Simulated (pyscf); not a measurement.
HI + I–SiH(I)–I → I–Si(I)(I)–I + hydrogen (H₂), a four-centre exchange (singlet surface; H–I, H–Si broken, I–Si, H–H formed). Structures and frequencies: ωB97X-D3(BJ)/def2-SVP in PySCF. Energies in eV from the separated reactants.

Small-basis levels: PySCF, no dispersion term, spherical d functions. AM1 to PM7: differences of heats of formation from MOPAC, which are fitted to 298 K values and so differ in kind from electronic energies by zero-point and thermal terms. Cost: rough CPU time at the saddle relative to B3LYP/6-31G*+LANL2DZ, from one job on a shared machine.

| level | barrier | reaction energy | cost |
|---|---|---|---|
| MP2/6-31G*+LANL2DZ | 2.83 | -0.59 | 0.2 |
| SVWN5/6-31G*+LANL2DZ | 1.36 | -0.65 | 1.0 |
| BP86/6-31G*+LANL2DZ | 1.96 | -0.53 | 1 |
| PBE/6-31G*+LANL2DZ | 1.84 | -0.58 | 2 |
| B3LYP/6-31G*+LANL2DZ | 2.40 | -0.40 | 1 |
| M06-2X/6-31G*+LANL2DZ | 2.11 | -0.66 | 2 |
| B3LYP/6-311+G**+LANL2DZ | 2.37 | -0.16 | 1 |
| B3LYP/def2-SVP | 2.12 | -0.29 | 4 |
| AM1 | 2.70 | -0.57 | under 0.02 |
| PM3 | -0.55 | -2.03 | under 0.02 |
| PM6 | 0.52 | -1.51 | under 0.02 |
| PM7 | 2.27 | -1.75 | under 0.02 |
| ωB97M-D3(BJ)/def2-TZVP | 1.96 | -0.50 | – |

Against the last row the barrier runs from -2.51 (PM3) to +0.87 eV (MP2/6-31G*+LANL2DZ). At PM3 this geometry lies under one side, so the entry may be no barrier of that level: it is a single point on another level's saddle. ωB97M-D3(BJ)/def2-TZVP has limits of its own. This is the saddle that the search found; another between the same sides may lie lower. In the def2 sets elements past Kr carry core potentials, without spin-orbit coupling.
